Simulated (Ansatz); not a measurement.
# AlH + CH4: a complex and its separated parts, part 2 of 2

Ansatz 0.2.0, Gaussian basis. The steps go on from the part before.

**14. wB97X-V/def2-TZVPP**

The inputs:

parta/in.yaml

```yaml
crystal:
  periodic: [false, false, false]
  atoms:
    - {symbol: Al, position_ang: [-0.709345, 1.368241, 1.871897]}
    - {symbol: H, position_ang: [-2.094959, 0.789606, 1.152354]}
basis:
  gaussian: {orbitals: def2-TZVPP}
hamiltonian: {xc: {name: wB97X-V}}
```

partb/in.yaml

```yaml
crystal:
  periodic: [false, false, false]
  atoms:
    - {symbol: C, position_ang: [0.560844, -0.431578, -0.604856]}
    - {symbol: H, position_ang: [1.025110, 0.528417, -0.828948]}
    - {symbol: H, position_ang: [0.637425, -1.083851, -1.474366]}
    - {symbol: H, position_ang: [1.069999, -0.892648, 0.241032]}
    - {symbol: H, position_ang: [-0.489175, -0.278286, -0.357213]}
basis:
  gaussian: {orbitals: def2-TZVPP}
hamiltonian: {xc: {name: wB97X-V}}
```

Each run has its own folder and the same command.

Launch:

```console
ansatz run in.yaml --threads 2 --pin off --events-out ev --progress --plain --max-ram 4352MiB
```

Log of parta, shortened:

```text
Functional definition: wB97X-V
  name "wB97X-V"
  cite "Mardirossian & Head-Gordon, Phys. Chem. Chem. Phys. 16, 9904 (2014) doi:10.1039/C3CP54374A"
  cite "Becke, J. Chem. Phys. 107, 8554 (1997) doi:10.1063/1.475007"
  cite "Vydrov & Van Voorhis, J. Chem. Phys. 133, 244103 (2010) doi:10.1063/1.3521275"
[...]
      + integral(e_c_pw_opposite_spin*poly(b97_u_opposite, cos0, cos1)) + vv10(b, c)
347 factors; their error is unknown
84 factors; integrals over basis functions are off by at most 7.8e-5 eV
[...]
mean field -6610.57988823 eV, -242.9343300803 hartree, gradient 2.3e-5 eV, S^2 0.000000; 0 other end points of the search recorded, 0 dependent functions left out
reference -6610.57988686 eV, -242.9343300300 hartree; 7, 7 occupied and 49, 49 virtual orbitals, 347 factors
Total energy: -6610.57988686 eV, -242.9343300300 hartree
```

Log of partb, shortened:

```text
[... 5 set-up lines as earlier in the session ...]
[...]
      + integral(e_c_pw_opposite_spin*poly(b97_u_opposite, cos0, cos1)) + vv10(b, c)
416 factors; their error is unknown
123 factors; integrals over basis functions are off by at most 1.3e-5 eV
[...]
mean field -1102.50992505 eV, -40.5164924373 hartree, gradient 2.5e-5 eV, S^2 0.000000; 0 other end points of the search recorded, 0 dependent functions left out
reference -1102.50992370 eV, -40.5164923879 hartree; 5, 5 occupied and 82, 82 virtual orbitals, 416 factors
Total energy: -1102.50992370 eV, -40.5164923879 hartree
```

They took 0.85 s (parta), 1.1 s (partb) on 2 threads of Intel Xeon Platinum 8375C at 2.90GHz, shared host.

**15. wB97M-V/def2-TZVPP**

Each input of step 14 (parta, partb) changes in the same lines:

```diff
-hamiltonian: {xc: {name: wB97X-V}}
+hamiltonian: {xc: {name: wB97M-V}}
```

One command serves all of them, each in its own folder.

Launch:

```console
ansatz run in.yaml --threads 2 --pin off --events-out ev --progress --plain --max-ram 4352MiB
```

parta printed, shortened:

```text
Functional definition: wB97M-V
  name "wB97M-V"
  cite "Mardirossian & Head-Gordon, J. Chem. Phys. 144, 214110 (2016) doi:10.1063/1.4952647"
[... 2 set-up lines as earlier in the session ...]
  # Of w^i u^j: cxij and so on, Table III.
[...]
  gx(w, u) = 1 - cx + cx01*u + cx10*w
[...]
      + integral(e_c_pw_mod_opposite_spin*gos(b97_w_opposite, b97_u_opposite)) + vv10(b, c)
331 factors; their error is unknown
84 factors; integrals over basis functions are off by at most 7.8e-5 eV
[...]
mean field -6611.31018695 eV, -242.9611680634 hartree, gradient 2.1e-5 eV, S^2 0.000000; 0 other end points of the search recorded, 0 dependent functions left out
reference -6611.31022055 eV, -242.9611692984 hartree; 7, 7 occupied and 49, 49 virtual orbitals, 331 factors
Total energy: -6611.31022055 eV, -242.9611692984 hartree
```

partb printed, shortened:

```text
[... 5 set-up lines as earlier in the session ...]
  # Of w^i u^j: cxij and so on, Table III.
[...]
  gx(w, u) = 1 - cx + cx01*u + cx10*w
[...]
      + integral(e_c_pw_mod_opposite_spin*gos(b97_w_opposite, b97_u_opposite)) + vv10(b, c)
416 factors; their error is unknown
123 factors; integrals over basis functions are off by at most 1.3e-5 eV
[...]
mean field -1101.86517429 eV, -40.4927982842 hartree, gradient 1.9e-5 eV, S^2 0.000000; 0 other end points of the search recorded, 0 dependent functions left out
reference -1101.86520684 eV, -40.4927994802 hartree; 5, 5 occupied and 82, 82 virtual orbitals, 416 factors
Total energy: -1101.86520684 eV, -40.4927994802 hartree
```

Wall times: 0.8 s (parta), 1.1 s (partb) on 2 threads of Intel Xeon Platinum 8375C at 2.90GHz, shared host.

**16. B2PLYP/def2-TZVPP**

Each input of step 15 (parta, partb) changes in the same lines:

```diff
-hamiltonian: {xc: {name: wB97M-V}}
+hamiltonian: {xc: {name: B2PLYP}}
```

One command serves all of them, each in its own folder.

Launch:

```console
ansatz run in.yaml --threads 2 --pin off --events-out ev --progress --plain --max-ram 4352MiB
```

Output in parta, shortened:

```text
Functional definition: B2PLYP
  name "B2PLYP"
  cite "Grimme, J. Chem. Phys. 124, 034108 (2006) doi:10.1063/1.2148954"
[... 2 set-up lines as earlier in the session ...]
[...]
331 factors; integrals over basis functions are off by at most 9.9e-4 eV
[...]
mean field -6608.01965346 eV, -242.8402431882 hartree, gradient 1.6e-6 eV, S^2 0.000000; 0 other end points of the search recorded, 0 dependent functions left out
5 core orbitals not correlated: weight in the atoms' cores, before any rotation towards them, 1.000 or more for the frozen orbitals, at most 0.000 for the correlated occupied ones
reference -6608.01976282 eV, -242.8402472068 hartree; 2, 2 occupied and 49, 49 virtual orbitals, 331 factors
second order -2.15037913 eV of doubles, -0.00000000 eV of singles
Total energy: -6608.60036518 eV, -242.8615839501 hartree
```

Output in partb, shortened:

```text
[... 5 set-up lines as earlier in the session ...]
[...]
482 factors; integrals over basis functions are off by at most 1.1e-3 eV
[...]
mean field -1099.97184499 eV, -40.4232197158 hartree, gradient 6.7e-6 eV, S^2 0.000000; 0 other end points of the search recorded, 0 dependent functions left out
1 core orbitals not correlated: weight in the atoms' cores, before any rotation towards them, 1.000 or more for the frozen orbitals, at most 0.000 for the correlated occupied ones
reference -1099.97196213 eV, -40.4232240205 hartree; 4, 4 occupied and 82, 82 virtual orbitals, 482 factors
second order -6.44341025 eV of doubles, -0.00000000 eV of singles
Total energy: -1101.71168290 eV, -40.4871575795 hartree
```

Times: 0.45 s (parta), 0.5 s (partb) on 2 threads of Intel Xeon Platinum 8375C at 2.90GHz, shared host.

**17. PBE-QIDH/def2-TZVPP**

Each input of step 16 (parta, partb) changes in the same lines:

```diff
-hamiltonian: {xc: {name: B2PLYP}}
+hamiltonian: {xc: {name: PBE-QIDH}}
```

The same command starts each run, in its folder.

Launch:

```console
ansatz run in.yaml --threads 2 --pin off --events-out ev --progress --plain --max-ram 4352MiB
```

Log of parta, shortened:

```text
Functional definition: PBE-QIDH
  name "PBE-QIDH"
  cite "Brémond, Sancho-García, Pérez-Jiménez & Adamo, J. Chem. Phys. 141, 031101 (2014) doi:10.1063/1.4890314"
[... 1 set-up line as earlier in the session ...]
[...]
331 factors; integrals over basis functions are off by at most 9.9e-4 eV
[...]
mean field -6605.40218996 eV, -242.7440531786 hartree, gradient 5.1e-6 eV, S^2 0.000000; 0 other end points of the search recorded, 0 dependent functions left out
5 core orbitals not correlated: weight in the atoms' cores, before any rotation towards them, 1.000 or more for the frozen orbitals, at most 0.000 for the correlated occupied ones
reference -6605.40219851 eV, -242.7440534929 hartree; 2, 2 occupied and 49, 49 virtual orbitals, 331 factors
second order -1.96061347 eV of doubles, -0.00000000 eV of singles
Total energy: -6606.05573634 eV, -242.7680705650 hartree
```

Log of partb, shortened:

```text
[... 4 set-up lines as earlier in the session ...]
[...]
482 factors; integrals over basis functions are off by at most 1.1e-3 eV
[...]
mean field -1099.27816219 eV, -40.3977273429 hartree, gradient 5.9e-6 eV, S^2 0.000000; 0 other end points of the search recorded, 0 dependent functions left out
1 core orbitals not correlated: weight in the atoms' cores, before any rotation towards them, 1.000 or more for the frozen orbitals, at most 0.000 for the correlated occupied ones
reference -1099.27817052 eV, -40.3977276491 hartree; 4, 4 occupied and 82, 82 virtual orbitals, 482 factors
second order -6.01425538 eV of doubles, -0.00000000 eV of singles
Total energy: -1101.28292231 eV, -40.4714009186 hartree
```

Wall times: 0.5 s (parta), 0.5 s (partb) on 2 threads of Intel Xeon Platinum 8375C at 2.90GHz, shared host.

**18. RPA on PBE/def2-TZVPP**

Each input of step 17 (parta, partb) changes in the same lines:

```diff
-hamiltonian: {xc: {name: PBE-QIDH}}
+hamiltonian: {xc: pbe}
+correlation: {method: rpa}
```

Each run has its own folder and the same command.

Launch:

```console
ansatz run in.yaml --threads 2 --pin off --events-out ev --progress --plain --max-ram 4352MiB
```

Log of parta, shortened:

```text
[... 4 set-up lines as earlier in the session ...]
[...]
331 factors; integrals over basis functions are off by at most 9.9e-4 eV
[...]
mean field -6607.95381891 eV, -242.8378238129 hartree, gradient 6.2e-6 eV, S^2 0.000000; 0 other end points of the search recorded, 0 dependent functions left out
5 core orbitals not correlated: weight in the atoms' cores, before any rotation towards them, 1.000 or more for the frozen orbitals, at most 0.000 for the correlated occupied ones
reference -6597.32515420 eV, -242.4472275894 hartree; 2, 2 occupied and 49, 49 virtual orbitals, 331 factors
Total energy: -6601.44438603 eV, -242.5986065670 hartree
```

Log of partb, shortened:

```text
[... 4 set-up lines as earlier in the session ...]
[...]
482 factors; integrals over basis functions are off by at most 1.1e-3 eV
[...]
mean field -1101.08955858 eV, -40.4642949325 hartree, gradient 2.6e-6 eV, S^2 0.000000; 0 other end points of the search recorded, 0 dependent functions left out
1 core orbitals not correlated: weight in the atoms' cores, before any rotation towards them, 1.000 or more for the frozen orbitals, at most 0.000 for the correlated occupied ones
reference -1094.05484604 eV, -40.2057740148 hartree; 4, 4 occupied and 82, 82 virtual orbitals, 482 factors
Total energy: -1103.78824294 eV, -40.5634697536 hartree
```

They took 0.56 s (parta), 0.55 s (partb) on 2 threads of Intel Xeon Platinum 8375C at 2.90GHz, shared host.

**19. CCSD(T)/def2-TZVPP**

Each input of step 18 (parta, partb) changes in the same lines:

```diff
-hamiltonian: {xc: pbe}
-correlation: {method: rpa}
+correlation: {method: ccsd_t}
```

Each run has its own folder and the same command.

Launch:

```console
ansatz run in.yaml --threads 2 --pin off --events-out ev --progress --plain --max-ram 4352MiB
```

parta printed, shortened:

```text
Functional definition: HF
  name "HF"
  cite "Fock, Z. Phys. 61, 126 (1930) doi:10.1007/BF01340294"
[... 1 set-up line as earlier in the session ...]
[...]
331 factors; integrals over basis functions are off by at most 9.9e-4 eV
[...]
mean field -6597.61296387 eV, -242.4578043995 hartree, gradient 8.5e-7 eV, S^2 0.000000; 0 other end points of the search recorded, 0 dependent functions left out; unrestricted orbitals would lower it
[...]
reference -6597.61296387 eV, -242.4578043995 hartree; 2, 2 occupied and 49, 49 virtual orbitals, 331 factors
second order -1.68351919 eV of doubles, -0.00000000 eV of singles
cycle   1  -2.03052360 eV  change   -3.5e-1 eV  update   6.4e-2
[...]
cycle  10  -2.23745989 eV  change   -3.2e-6 eV  update   1.1e-6
perturbative correction -0.03879213 eV, -0.0014255844 hartree
Total energy: -6599.88921589 eV, -242.5414551183 hartree
```

partb printed, shortened:

```text
[... 4 set-up lines as earlier in the session ...]
[...]
482 factors; integrals over basis functions are off by at most 1.1e-3 eV
[...]
mean field -1094.28756230 eV, -40.2143261798 hartree, gradient 9.7e-7 eV, S^2 0.000000; 0 other end points of the search recorded, 0 dependent functions left out
1 core orbitals not correlated: weight in the atoms' cores, before any rotation towards them, 1.000 or more for the frozen orbitals, at most 0.000 for the correlated occupied ones
reference -1094.28756230 eV, -40.2143261798 hartree; 4, 4 occupied and 82, 82 virtual orbitals, 482 factors
second order -5.38053249 eV of doubles, -0.00000000 eV of singles
cycle   1  -5.77368607 eV  change   -3.9e-1 eV  update   4.2e-2
[...]
cycle   8  -5.93358393 eV  change   -3.1e-7 eV  update   1.3e-6
perturbative correction -0.16938535 eV, -0.0062247969 hartree
Total energy: -1100.39053158 eV, -40.4386061642 hartree
```

They took 0.55 s (parta), 0.65 s (partb) on 2 threads of Intel Xeon Platinum 8375C at 2.90GHz, shared host.

**20. CCSD(T)/def2-QZVPP**

The same edit goes into each in.yaml of step 19 (parta, partb):

```diff
-  gaussian: {orbitals: def2-TZVPP}
+  gaussian: {orbitals: "def2-QZVPP.json"}
```

The basis file named in the input lies beside it (Basis Set Exchange, JSON).

The same command starts each run, in its folder.

Launch:

```console
ansatz run in.yaml --threads 2 --pin off --events-out ev --progress --plain --max-ram 4352MiB
```

parta printed, shortened:

```text
[... 4 set-up lines as earlier in the session ...]
[...]
580 factors; integrals over basis functions are off by at most 1.1e-3 eV
[...]
mean field -6597.78975537 eV, -242.4643013673 hartree, gradient 6.0e-6 eV, S^2 0.000000; 0 other end points of the search recorded, 0 dependent functions left out; unrestricted orbitals would lower it
[...]
reference -6597.78975537 eV, -242.4643013673 hartree; 2, 2 occupied and 93, 93 virtual orbitals, 580 factors
second order -1.80180393 eV of doubles, -0.00000000 eV of singles
cycle   1  -2.10426054 eV  change   -3.0e-1 eV  update   6.3e-2
[...]
cycle  10  -2.31147653 eV  change   -2.9e-7 eV  update   1.7e-6
perturbative correction -0.04347646 eV, -0.0015977306 hartree
Total energy: -6600.14470837 eV, -242.5508442937 hartree
```

partb printed, shortened:

```text
[... 4 set-up lines as earlier in the session ...]
[...]
1028 factors; integrals over basis functions are off by at most 8.9e-4 eV
[...]
mean field -1094.35035636 eV, -40.2166338191 hartree, gradient 1.4e-6 eV, S^2 0.000000; 0 other end points of the search recorded, 0 dependent functions left out
1 core orbitals not correlated: weight in the atoms' cores, before any rotation towards them, 1.000 or more for the frozen orbitals, at most 0.000 for the correlated occupied ones
reference -1094.35035636 eV, -40.2166338191 hartree; 4, 4 occupied and 172, 172 virtual orbitals, 1028 factors
second order -5.70613433 eV of doubles, -0.00000000 eV of singles
cycle   1  -6.02334140 eV  change   -3.2e-1 eV  update   4.3e-2
[...]
cycle   8  -6.19029331 eV  change   -4.1e-6 eV  update   1.8e-6
perturbative correction -0.18806917 eV, -0.0069114145 hartree
Total energy: -1100.72871884 eV, -40.4510343168 hartree
```

Times: 1.8 s (parta), 6 s (partb) on 2 threads of Intel Xeon Platinum 8375C at 2.90GHz, shared host; peak memory 1.2 GiB.

**21. Vibrations of AlH**

The input, vib-parta/in.yaml:

```yaml
crystal:
  periodic: [false, false, false]
  atoms:
    - {symbol: Al, position_ang: [-0.709345, 1.368241, 1.871897]}
    - {symbol: H, position_ang: [-2.094959, 0.789606, 1.152354]}
basis:
  gaussian: {orbitals: def2-TZVP}
hamiltonian: {xc: pbe0, dispersion: d4}
phonons: {temperatures: {t_min: 298.15, t_max: 900, t_step: 200}}
```

Launch:

```console
ansatz run in.yaml --threads 2 --pin off --events-out ev --progress --plain --max-ram 4352MiB
```

The log of the run, shortened:

```text
[... 5 set-up lines as earlier in the session ...]
[...]
323 factors; their error is unknown
[...]
mean field -6608.55463696 eV, -242.8599034690 hartree, gradient 2.1e-5 eV, S^2 0.000000; 0 other end points of the search recorded, 0 dependent functions left out
[...]
reference -6608.55461862 eV, -242.8599027949 hartree; 7, 7 occupied and 36, 36 virtual orbitals, 323 factors
Total energy: -6608.56573423 eV, -242.8603112861 hartree
Atom 0 at    -0.709345     1.368241     1.871897 Å, force    -0.001931    -0.000807    -0.001003 eV/Å
Atom 1 at    -2.094959     0.789606     1.152354 Å, force     0.001931     0.000807     0.001003 eV/Å
Dipole moment:     0.015150     0.006327     0.007867 e Å
Vibrations: 1646.80 cm⁻¹, zero-point energy 0.102088 eV
```

It took 2.7 s on 2 threads of Intel Xeon Platinum 8375C at 2.90GHz, shared host.

The modes, with what each moves most:

```csv
mode,wavenumber (cm⁻¹),character
1,1647,Al–H stretch
```

Vibrational sums (real modes only):

```
T (K)  entropy (J/mol/K)  heat capacity (J/mol/K)
  298                0.0                      0.2
  498                0.4                      1.6
  698                1.3                      3.4
  898                2.3                      4.8
```

**22. Vibrations of CH4**

The input, vib-partb/in.yaml:

```yaml
crystal:
  periodic: [false, false, false]
  atoms:
    - {symbol: C, position_ang: [0.560844, -0.431578, -0.604856]}
    - {symbol: H, position_ang: [1.025110, 0.528417, -0.828948]}
    - {symbol: H, position_ang: [0.637425, -1.083851, -1.474366]}
    - {symbol: H, position_ang: [1.069999, -0.892648, 0.241032]}
    - {symbol: H, position_ang: [-0.489175, -0.278286, -0.357213]}
basis:
  gaussian: {orbitals: def2-TZVP}
hamiltonian: {xc: pbe0, dispersion: d4}
phonons: {temperatures: {t_min: 298.15, t_max: 900, t_step: 200}}
```

Launch:

```console
ansatz run in.yaml --threads 2 --pin off --events-out ev --progress --plain --max-ram 4352MiB
```

The log of the run, shortened:

```text
[... 5 set-up lines as earlier in the session ...]
[...]
356 factors; their error is unknown
[...]
mean field -1101.35639250 eV, -40.4741008981 hartree, gradient 2.0e-5 eV, S^2 0.000000; 0 other end points of the search recorded, 0 dependent functions left out
[...]
Atom 2 at     0.637425    -1.083851    -1.474366 Å, force     0.000113     0.000165     0.000215 eV/Å
Atom 3 at     1.069999    -0.892648     0.241032 Å, force    -0.000089     0.000057     0.000049 eV/Å
Atom 4 at    -0.489175    -0.278286    -0.357213 Å, force     0.000295     0.000121     0.000148 eV/Å
Dipole moment:    -0.000000    -0.000003    -0.000004 e Å
Vibrations: 1326.40 1326.44 1326.44 1551.06 1551.07 3046.90 3167.73 3167.78 3167.82 cm⁻¹, zero-point energy 1.217007 eV
```

Run time: 4.6 s. Hardware: 2 threads of Intel Xeon Platinum 8375C at 2.90GHz, shared host.

The modes, with what each moves most:

```csv
mode,wavenumber (cm⁻¹),character
1,1326,bend
2,1326,bend
3,1326,bend
4,1551,bend
5,1551,bend
6,3047,C–H stretch
7,3168,C–H stretch
8,3168,C–H stretch
9,3168,C–H stretch
```

Vibrational sums (real modes only):

```
T (K)  entropy (J/mol/K)  heat capacity (J/mol/K)
  298                0.4                      2.2
  498                3.7                     12.5
  698                9.8                     23.6
  898               16.9                     33.1
```

**23. Complex less separated parts**

The complex's own energies come from single points at the same levels.

Rows are in def2-TZVPP; times add the 3 runs of a level on a shared host, so small differences are noise.

Differences are taken before rounding.

```
      method                    rung  complex less parts (kJ/mol)  from CCSD(T) (kJ/mol)   time
       SPW92                     LDA                        -15.9                  -12.8  1.7 s
      PBE-D4                     GGA                         -9.8                   -6.7  1.9 s
     BLYP-D4                     GGA                         -7.4                   -4.3  2.2 s
   r2SCAN-D4                meta-GGA                         -6.2                   -3.1  3.7 s
      B97M-V                meta-GGA                         -4.9                   -1.7  6.2 s
     PBE0-D4                  hybrid                         -8.2                   -5.1  1.8 s
    B3LYP-D4                  hybrid                         -6.8                   -3.7    2 s
  r2SCAN0-D4                  hybrid                         -6.2                   -3.1  2.9 s
    BHLYP-D4                  hybrid                         -6.1                   -3.0    2 s
CAM-B3LYP-D4  range-separated hybrid                         -5.6                   -2.5  2.5 s
     wB97X-V  range-separated hybrid                         -5.0                   -1.9    8 s
     wB97M-V  range-separated hybrid                         -5.6                   -2.5  7.4 s
      B2PLYP           double hybrid                         -0.6                   +2.5  3.6 s
    PBE-QIDH           double hybrid                         -3.9                   -0.7  3.2 s
  RPA on PBE                     RPA                          0.1                   +3.2  3.1 s
Hartree-Fock            wavefunction                          7.0                  +10.1       
         MP2            wavefunction                         -3.7                   -0.6       
        CCSD            wavefunction                         -1.3                   +1.8       
     CCSD(T)            wavefunction                         -3.1                      0  8.2 s
```

Among the levels timed on like hardware and quicker than the yardstick, those that no quicker one beats, quickest first: SPW92 (1.7 s, -12.8 kJ/mol); PBE0-D4 (1.8 s, -5.1 kJ/mol); BHLYP-D4 (2 s, -3.0 kJ/mol); CAM-B3LYP-D4 (2.5 s, -2.5 kJ/mol); PBE-QIDH (3.2 s, -0.7 kJ/mol).

PBE-QIDH reaches 0.7 kJ/mol from the reference in 3.2 s, where CCSD(T) took 8.2 s; the quickest level in the cost chart, SPW92, takes 1.7 s and misses by 12.8 kJ/mol.

The complex's zero-point energy, from a separate PBE0-D4 run, is 1.359 eV.

**24. What came out**

The summary covers parts 1 to 2.

| quantity | value |
| --- | --- |
| complex less parts, CCSD(T)/def2-TZVPP | -3.1 kJ/mol |
| with zero-point energy | +0.8 kJ/mol |
| largest T1 diagnostic | 0.014 |

At CCSD(T) the complex lies 3.1 kJ/mol below its parts. The functionals run from PBE-QIDH, off by -0.7 kJ/mol, to SPW92, off by -12.8 kJ/mol, against CCSD(T). Mean unsigned error by rung: LDA 12.8, GGA 5.5, meta-GGA 2.4, hybrid 3.7, range-separated hybrid 2.3, double hybrid 1.6 kJ/mol. PBE-D4 gives a relative energy 6.7 kJ/mol too low, an error of 214 % of the reference. No counterpoise was applied, and triple zeta lacks some correlation, so the CCSD(T) reference has a basis error of its own, and close matches with it are partly luck. The restricted Hartree–Fock reference is unstable towards an unrestricted one at one or more of these structures.
